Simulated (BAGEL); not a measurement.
# BSiH5 (boranylsilane), step by step

We compute the energy (HF/def2-SVP), then a single-point energy (NEVPT2(2,2)/def2-SVP), then the energy (CASPT2(2,2)/def2-SVP) of BSiH5 (boranylsilane). 

Program for the calculation: BAGEL 1.2.2.

1 further run of the same task is left out (set aside as unsound or not needed).

## (1) The molecule

BSiH5: 7 atoms, total charge 0, spin state singlet. SMILES: `B[SiH3]`. One bond was lengthened or shortened from a relaxed shape.

Bond lengths: B1–Si2 2.010 Å, B1–H3 1.196 Å, B1–H4 1.374 Å, Si2–H5 1.492 Å, Si2–H6 1.492 Å, Si2–H7 1.487 Å. Angles: B1–Si2–H5 108.8°, B1–Si2–H6 108.8°, B1–Si2–H7 115.1°, Si2–B1–H3 118.9°, Si2–B1–H4 123.6°, H5–Si2–H6 107.3°, H5–Si2–H7 108.3°, H6–Si2–H7 108.3°, H3–B1–H4 117.5°.

## (2) A single-point energy at HF/def2-SVP (density fitting with svp-jkfit) (run 1)

input.json

```json
{ "bagel": [

{
  "title": "molecule",
  "basis": "svp",
  "df_basis": "svp-jkfit",
  "geometry": [
    { "atom": "B", "xyz": [ -0.35074451, -2.04468367,  0.34891903 ] },
    { "atom": "Si", "xyz": [ -0.10073374,  1.68620262, -0.31777635 ] },
    { "atom": "H", "xyz": [ -2.39693995, -2.99257029,  0.51105753 ] },
    { "atom": "H", "xyz": [  1.71284776, -3.59520395,  0.63381414 ] },
    { "atom": "H", "xyz": [ -1.43317963,  2.26842724, -2.73416914 ] },
    { "atom": "H", "xyz": [ -1.44754155,  3.06834831,  1.73843465 ] },
    { "atom": "H", "xyz": [  2.51729283,  2.69437151, -0.48974142 ] }
  ]
},
{
  "title": "hf"
},
{
  "title": "print",
  "file": "orbitals.molden",
  "orbitals": true
}

]}
```

On the command line:

```
BAGEL_NUM_THREADS=1 BAGEL input.json > input.out
```

The program printed:

```text
* using 1 threads per process

  ===============================================================
  ===============================================================

  *** Geometry ***

  { "atom" : "B", "xyz" : [     -0.350745,     -2.044684,      0.348919 ] },
  { "atom" : "Si", "xyz" : [     -0.100734,      1.686203,     -0.317776 ] },
  { "atom" : "H", "xyz" : [     -2.396940,     -2.992570,      0.511058 ] },
  { "atom" : "H", "xyz" : [      1.712848,     -3.595204,      0.633814 ] },
  { "atom" : "H", "xyz" : [     -1.433180,      2.268427,     -2.734169 ] },
  { "atom" : "H", "xyz" : [     -1.447542,      3.068348,      1.738435 ] },
  { "atom" : "H", "xyz" : [      2.517293,      2.694372,     -0.489741 ] },

  Number of auxiliary basis functions:      293

  Since a DF basis is specified, we compute 2- and 3-index integrals:
    o Being stored without compression. Storage requirement is 0.008 GB

  Number of basis functions:       57
  Number of electrons      :       24

    * METHOD: MOLECULE                             0.07

  *** RHF ***

  === Nuclear Repulsion ===
    47.1153043763

      * DIIS with orbital gradients will be used.

  === RHF iteration (svp) ===
      0       -316.31322936          0.01056322           0.01
      1       -316.35471490          0.00308294           0.01
      2       -316.35872054          0.00063153           0.01
      3       -316.35887066          0.00012599           0.01
      4       -316.35888038          0.00002203           0.01
      5       -316.35888068          0.00000445           0.01
      6       -316.35888070          0.00000089           0.01
      7       -316.35888070          0.00000018           0.01
      8       -316.35888070          0.00000002           0.01
      9       -316.35888070          0.00000001           0.01
    * SCF iteration converged.

    * Permanent dipole moment:
           (    0.063164,     0.133361,    -0.023696) a.u.

    * METHOD: HF                                   0.14

    * METHOD: PRINT                                0.01

  ===============================================================
```

Wall time 0.42 s (1 thread of Intel Xeon Platinum 8488C (Sapphire Rapids), shared host); peak memory 0.15 GiB.

## (3) The energy at NEVPT2(2,2)/def2-SVP (density fitting with svp-jkfit) (run 2)

nevpt2.json

```json
{ "bagel": [

{
  "title": "molecule",
  "basis": "svp",
  "df_basis": "svp-jkfit",
  "geometry": [
    { "atom": "B", "xyz": [ -0.35074451, -2.04468367,  0.34891903 ] },
    { "atom": "Si", "xyz": [ -0.10073374,  1.68620262, -0.31777635 ] },
    { "atom": "H", "xyz": [ -2.39693995, -2.99257029,  0.51105753 ] },
    { "atom": "H", "xyz": [  1.71284776, -3.59520395,  0.63381414 ] },
    { "atom": "H", "xyz": [ -1.43317963,  2.26842724, -2.73416914 ] },
    { "atom": "H", "xyz": [ -1.44754155,  3.06834831,  1.73843465 ] },
    { "atom": "H", "xyz": [  2.51729283,  2.69437151, -0.48974142 ] }
  ]
},
{
  "title": "hf"
},
{
  "title": "nevpt2",
  "nstate": 1,
  "nact": 2,
  "nclosed": 11,
  "active": [9, 19],
  "maxiter": 200,
  "natocc": true,
  "ncore": 6
},
{
  "title": "print",
  "file": "orbitals.molden",
  "orbitals": true
}

]}
```

On the command line:

```
BAGEL_NUM_THREADS=1 BAGEL nevpt2.json > nevpt2.out
```

The program printed:

```text
* using 1 threads per process

  ===============================================================
  ===============================================================

  *** Geometry ***

[... 31 lines left out ...]
    * SCF iteration converged.
[... 1 line left out ...]
    * Permanent dipole moment:
[... 28 lines left out ...]
    * Second-order optimization converged. *
[... 9 lines left out ...]
     * ci vector, state   0, <S^2> = 0.0000
       2.     0.9932815988
       .2    -0.1157223638

  === DF-NEVPT2 calculation ===

    * 3-index integral transformation done
    * assembly done

      NEVPT2 correlation energy:   -0.1728683559      0.03

          (+0)     -0.1428080514
          (+0)'    -0.0056738509
          (+1)     -0.0021535387
          (+1)'    -0.0000000000
          (+2)     -0.0001162231
          (-1)     -0.0127182100
          (-1)'     0.0000000000
          (-2)     -0.0093984818

      NEVPT2 total energy:       -316.5487668332

    * METHOD: NEVPT2                               0.66

    * METHOD: PRINT                                0.01

  ===============================================================
```

It took 1.1 s on 1 thread of Intel Xeon Platinum 8488C (Sapphire Rapids), shared host; peak memory 0.15 GiB.

## (4) A single-point energy at CASPT2(2,2)/def2-SVP (density fitting with svp-jkfit) (run 3)

caspt2.json

```json
{ "bagel": [

{
  "title": "molecule",
  "basis": "svp",
  "df_basis": "svp-jkfit",
  "geometry": [
    { "atom": "B", "xyz": [ -0.35074451, -2.04468367,  0.34891903 ] },
    { "atom": "Si", "xyz": [ -0.10073374,  1.68620262, -0.31777635 ] },
    { "atom": "H", "xyz": [ -2.39693995, -2.99257029,  0.51105753 ] },
    { "atom": "H", "xyz": [  1.71284776, -3.59520395,  0.63381414 ] },
    { "atom": "H", "xyz": [ -1.43317963,  2.26842724, -2.73416914 ] },
    { "atom": "H", "xyz": [ -1.44754155,  3.06834831,  1.73843465 ] },
    { "atom": "H", "xyz": [  2.51729283,  2.69437151, -0.48974142 ] }
  ]
},
{ "title": "hf", "charge": 0 },
{ "title": "casscf", "nstate": 1, "nact": 2, "nclosed": 11, "charge": 0, "active": [9, 19], "maxiter": 200, "natocc": true },
{ "title": "print", "file": "orbitals.molden", "orbitals": true },
{ "title": "smith", "method": "caspt2", "ms": true, "xms": true, "sssr": true, "shift": 0.2, "shift_imag": true, "ncore": 6 }

]}
```

On the command line:

```
BAGEL_NUM_THREADS=1 BAGEL caspt2.json > caspt2.out
```

The program printed:

```text
* using 1 threads per process

  ===============================================================
  ===============================================================

  *** Geometry ***

[... 33 lines left out ...]
    * Permanent dipole moment:
[... 37 lines left out ...]
     * ci vector, state   0, <S^2> = 0.0000
[... 21 lines left out ...]
       #      aibj      arbs      arbi      airj      risj      airs      arst      rist         Etot      error   time
[... 9 lines left out ...]
      ------------------------------------------------------------------------------------------------------------------

    * CASPT2 energy : state  0     -316.5520656934
        w/o shift correction       -316.5506241953
        reference weight              0.9304865322

    * METHOD: SMITH                                0.13

  ===============================================================
```

It took 1.2 s on 1 thread of Intel Xeon Platinum 8488C (Sapphire Rapids), shared host; peak memory 0.15 GiB.

## (5) Summary of results

| quantity | value |
| --- | --- |
| run 1, HF/def2-SVP: total energy | -316.35888 Eh |
| run 1, HF/def2-SVP: dipole moment | 0.38 D |
| run 1, HF/def2-SVP: HOMO energy | -11.46 eV |
| run 1, HF/def2-SVP: LUMO energy | 1.16 eV |
| run 1, HF/def2-SVP: HOMO–LUMO gap | 12.62 eV |
| run 2, NEVPT2(2,2)/def2-SVP: total energy | -316.54877 Eh |
| run 3, CASPT2(2,2)/def2-SVP: total energy | -316.55207 Eh |
